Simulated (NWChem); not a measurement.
Correlation energy of hydrogen chloride (HCl)

```
Cl
H 1 1.2897
```
Charge 0, spin multiplicity 1.

Program: NWChem. The geometry was optimised at B3LYP/def2-SVP, a minimum by its harmonic frequencies.

Basis set: cc-pVQZ. Each correlation energy counts from its own Hartree-Fock reference.

The correlated methods keep 5 core orbitals frozen. Coupled-cluster values serve here as a point of comparison, not as the truth.

**Question.** For the correlation energy, RI-MP2 gives -222.6 mHa and MP2 gives -222.6 mHa. What do SCS-MP2, CR-CCSD[T], CR-CCSD(T) give?

**Answer.** SCS-MP2: -224.3 mHa; CR-CCSD[T]: -249.8 mHa; CR-CCSD(T): -249.8 mHa.
